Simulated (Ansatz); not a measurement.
A nudged elastic band was laid between two geometries of C$_{2}$H$_{6}$O (9 atoms, charge 0, multiplicity 1).

Theory: UKS PBE-D4/def2-SVP (Ansatz).

- movable images: 9
- climbing image: yes
- spring: 5.0 eV/Å²
- optimiser: quadratic models (default)
- start path: through a guess of the saddle point
- force threshold: 0.03 eV/Å
- iteration limit: 60
- end points: relaxed

Initial state:

```xyz
9
Properties=species:S:1:pos:R:3
C -0.539 0.574 -0.471
C 0.316 -0.602 -0.005
O 1.225 -0.259 1.026
H -1.195 0.288 -1.321
H 0.103 1.419 -0.791
H -1.199 0.937 0.347
H 0.940 -0.972 -0.848
H -0.347 -1.456 0.288
H 0.696 0.070 1.776
```

Final state:

```xyz
9
Properties=species:S:1:pos:R:3
C -0.581 0.559 -0.444
C 0.221 -0.636 0.065
O 0.779 -0.433 1.352
H -1.052 0.340 -1.424
H 0.070 1.449 -0.583
H -1.378 0.831 0.277
H 1.000 -0.913 -0.690
H -0.445 -1.521 0.161
H 1.386 0.326 1.284
```

(1) Which bonds break or form, and what moves?

(2) What energy profile does the band end with?

(3) What is the geometry of the highest image?

(4) What are the harmonic wavenumbers there?

Results:

(1) No bond is made or broken.  The two ends are copies of one structure, up to a mirror image or an exchange of like atoms.

(2) The run converged. The highest image is number 5 of 0 to 10, 0.070 eV above the ends, which have the same energy within 2 meV. A vibrational analysis at the climbing image gives one clearly imaginary mode, 353i cm⁻¹: a first-order saddle point.

```tsv
image	path coordinate (Å)	energy (eV)
0	0.00	0.000
1	0.14	0.005
2	0.29	0.018
3	0.43	0.040
4	0.58	0.061
5	0.72	0.070
6	0.87	0.061
7	1.02	0.039
8	1.17	0.017
9	1.32	0.004
10	1.47	0.000
```

(3) 
```xyz
9
Properties=species:S:1:pos:R:3
C -0.537 0.549 -0.412
C 0.283 -0.666 0.001
O 1.059 -0.452 1.171
H -1.126 0.349 -1.330
H 0.122 1.419 -0.620
H -1.250 0.838 0.389
H 0.959 -0.959 -0.838
H -0.399 -1.535 0.168
H 0.890 0.457 1.471
```

(4) 353i, 284, 402, 782, 877, 1024, 1093, 1144, 1253, 1262, 1333, 1383, 1409, 1426, 1467, 2918, 2943, 2959, 3044, 3062, 3729 cm⁻¹.

Run time: 2 min on 2 threads of Arm Neoverse V1, with other jobs on the host, peak memory 0.17 GiB.
